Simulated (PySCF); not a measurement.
# One shape, several levels: CH5FSi (SMILES C[SiH2]F)

We compute a comparison of 6 runs (M06-2X/6-311+G**, PBE/6-311+G**, SVWN5/6-311+G**, revPBE/6-311+G**, wB97M-V/6-311+G**, CCSD(T)/6-311+G**) of CH5FSi. The job is set up through a Python script.

The results are computed with PySCF 2.14.0.

## 1. Starting point

CH5FSi: 8 atoms, total charge 0, spin state singlet. As SMILES, `C[SiH2]F`. The coordinates come from a PBE0-D4/def2-TZVP relaxation.

Bond lengths: C1–Si2 1.853 Å, Si2–F3 1.604 Å, C1–H4 1.092 Å, C1–H5 1.094 Å, C1–H6 1.092 Å, Si2–H7 1.485 Å, Si2–H8 1.485 Å. Some angles: C1–Si2–F3 109.4°, C1–Si2–H7 111.5°, C1–Si2–H8 111.5°, F3–Si2–H7 107.3°, F3–Si2–H8 107.3°, Si2–C1–H4 111.0°, Si2–C1–H5 110.1°, Si2–C1–H6 111.1°, H7–Si2–H8 109.7°, H4–C1–H5 108.1°.

## 2. A single-point energy at M06-2X/6-311+G(d,p) (run 1)

Input file job.py:

```python
from pyscf import gto, dft

mol = gto.Mole()
mol.atom = '''
C   -0.521400   0.700300  -0.437000
Si   0.448400  -0.642000   0.395200
F    1.946500  -0.649600  -0.178800
H   -0.562400   0.542500  -1.517100
H   -1.546700   0.713200  -0.056500
H   -0.077200   1.680300  -0.248400
H    0.538700  -0.420800   1.860700
H   -0.133700  -1.981200   0.126000
'''
mol.spin = 0
mol.verbose = 3
mol.charge = 0
mol.basis = '6-311+g**'
mol.max_memory = 1860
mol.build()

myscf = dft.RKS(mol)
myscf.xc = 'm06-2x'
myscf.conv_tol = 1e-10
myscf.grids.level = 5
myscf.kernel()
if not myscf.converged:
    myscf = myscf.newton().run(myscf.mo_coeff, myscf.mo_occ)

e_final = myscf.e_tot
print('E(%s) = %.9f' % ('M06-2X', e_final))
```

The run is started by

```sh
$ OMP_NUM_THREADS=1 python job.py
```

What it wrote:

```text
converged SCF energy = -430.481229260739
E(M06-2X) = -430.481229261
```

Run time: 32 s. Hardware: 1 thread of Intel Xeon at 2.70GHz, shared host; peak memory 0.58 GiB.

## 3. The energy at PBE/6-311+G(d,p) (run 2)

Input file calc.py:

```python
from pyscf import gto, dft

mol = gto.M(
    atom=[
    ('C', (-0.521400, 0.700300, -0.437000)),
    ('Si', (0.448400, -0.642000, 0.395200)),
    ('F', (1.946500, -0.649600, -0.178800)),
    ('H', (-0.562400, 0.542500, -1.517100)),
    ('H', (-1.546700, 0.713200, -0.056500)),
    ('H', (-0.077200, 1.680300, -0.248400)),
    ('H', (0.538700, -0.420800, 1.860700)),
    ('H', (-0.133700, -1.981200, 0.126000)),
],
    verbose=3,
    spin=0,
    max_memory=1860,
    basis='6-311+g**',
)

calc0 = dft.RKS(mol)
calc0.xc = 'pbe'
calc0.conv_tol = 1e-10
calc0.grids.level = 5
calc0.kernel()
if not calc0.converged:
    calc0 = calc0.newton().run(calc0.mo_coeff, calc0.mo_occ)

e_tot = calc0.e_tot
print('Final energy', e_tot)
```

The run is started by

```sh
$ OMP_NUM_THREADS=1 python calc.py
```

What it wrote:

```text
converged SCF energy = -430.24981138548
Final energy -430.24981138547963
```

It took 25 s on 1 thread of Intel Xeon at 2.70GHz, shared host; peak memory 0.53 GiB.

Runs 3 to 5 aren't shown in full; the table further down has their settings and results.

## 4. A single-point energy at CCSD(T)/6-311+G(d,p) (run 6)

Input file job.py:

```python
# C[SiH2]F
from pyscf import gto, scf, cc

mol = gto.Mole()
mol.atom = [
    ('C', (-0.521400, 0.700300, -0.437000)),
    ('Si', (0.448400, -0.642000, 0.395200)),
    ('F', (1.946500, -0.649600, -0.178800)),
    ('H', (-0.562400, 0.542500, -1.517100)),
    ('H', (-1.546700, 0.713200, -0.056500)),
    ('H', (-0.077200, 1.680300, -0.248400)),
    ('H', (0.538700, -0.420800, 1.860700)),
    ('H', (-0.133700, -1.981200, 0.126000)),
]
mol.max_memory = 1860
mol.verbose = 3
mol.basis = '6-311+g**'
mol.spin = 0
mol.build()

hf = scf.RHF(mol)
hf.conv_tol = 1e-10
hf.kernel()
if not hf.converged:
    hf = hf.newton().run(hf.mo_coeff, hf.mo_occ)

mycc = cc.CCSD(hf, frozen=7)
mycc.kernel()
e_t = mycc.ccsd_t()
etot = mycc.e_tot + e_t
print('E(%s) = %.9f' % ('CCSD(T)', etot))
```

The run is started by

```sh
$ OMP_NUM_THREADS=1 python job.py
```

What it wrote:

```text
converged SCF energy = -429.264839563108
E(CCSD) = -429.7652655078315  E_corr = -0.5004259447237442
CCSD(T) correction = -0.012567972889487
E(CCSD(T)) = -429.777833481
```

Run time: 40 s. Hardware: 1 thread of Intel Xeon at 2.70GHz, shared host; peak memory 0.69 GiB.

## 5. Overview of the runs

```csv
run,level,nlc grid,integration grid,energy (Eh),dipole moment (D) of the reference,HOMO energy (eV),LUMO energy (eV),wall time
1,M06-2X/6-311+G**,–,5,-430.481229,1.97,-10.55,0.20,32 s
2,PBE/6-311+G**,–,5,-430.249811,1.89,-7.91,-0.60,25 s
3,SVWN5/6-311+G**,–,5,-428.367279,1.96,-7.97,-0.78,15 s
4,revPBE/6-311+G**,–,5,-430.449535,1.87,-7.87,-0.54,27 s
5,wB97M-V/6-311+G**,1,5,-430.481862,1.95,-11.60,0.81,1.9 min
6,CCSD(T)/6-311+G**,–,–,-429.777833,2.07,-12.70,1.54,40 s
```

## 6. What came out

| quantity | value |
| --- | --- |
| run 6: total energy | -429.77783 Eh |
| run 6: dipole moment (Hartree–Fock density) | 2.07 D |
| run 6: HOMO energy (Hartree–Fock orbitals) | -12.70 eV |
| run 6: LUMO energy (Hartree–Fock orbitals) | 1.54 eV |
| run 6: HOMO–LUMO gap (Hartree–Fock orbitals) | 14.24 eV |
| run 6: correlation energy (7 core orbitals frozen) | -513.0 mEh |
| run 6: (T) correction | -12.57 mEh |
| run 6: T1 diagnostic | 0.010 |

Over runs 1, 2, 3, 4, 5 the dipole moment (its size) runs from 1.87 D (revPBE/6-311+G**) to 1.97 D (M06-2X/6-311+G**). Over runs 1, 2, 3, 4, 5 the HOMO–LUMO gap runs from 7.19 eV (SVWN5/6-311+G**) to 12.41 eV (wB97M-V/6-311+G**). Totals of different functionals can't be ranked against each other. All runs together took 4.2 min, the longest 1.9 min.
